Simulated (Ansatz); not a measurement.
A made-up structure of C₃H₅ (charge +1), closed shell:

```tsv
atom	x (Å)	y (Å)	z (Å)
C1	-0.4258	0.9142	-0.6315
C2	0.3024	0.2845	0.3500
C3	0.2416	-1.0873	0.4185
H4	-1.0313	0.3437	-1.3317
H5	-0.0622	0.1979	1.3416
H6	0.9066	0.8525	1.0488
H7	-0.3646	-1.6560	-0.2826
H8	0.7929	-1.6472	1.1698
```

It is relaxed with PBE-D4/def2-SVP and then PBE0-D4/def2-TZVP (Ansatz 0.2.0). Atoms count as bonded within 1.22 times the sum of their covalent radii (H–H: 0.88 Å). The end point is not checked to be a true minimum.

**Question.** Does its bonding change? (Judge from chemistry; the calculation decides.)

**Answer.** Computed: Yes. Formed: C1–C3; broken: C2–C3.

Where it ends: The first stage lowers the energy by 5.98 eV in 31 steps. It ends as C₃H₅ ([CH2][CH][CH2]), total charge +1:
| atom | x (Å) | y (Å) | z (Å) |
| --- | --- | --- | --- |
| C1 | 0.2183 | -0.0225 | -0.2127 |
| C2 | -0.0480 | 0.8018 | 0.8548 |
| C3 | 0.0322 | -1.3744 | -0.0460 |
| H4 | 0.5650 | 0.3814 | -1.1577 |
| H5 | -0.3956 | 0.3960 | 1.8019 |
| H6 | 0.0786 | 1.8796 | 0.7901 |
| H7 | -0.3155 | -1.7785 | 0.9018 |
| H8 | 0.2246 | -2.0812 | -0.8493 |

Labels in which every atom is bracketed show which atoms are joined, not bond orders.

For scale, one of the runs: PBE0-D4/def2-TZVP relaxation, 123 basis functions, launched by `ansatz run in.yaml --threads 2 --pin off --events-out ev --progress --plain --max-ram 4352MiB`. Hardware: 2 CPU threads of an Intel Xeon Platinum 8488C, shared host. Wall time about 7 s.
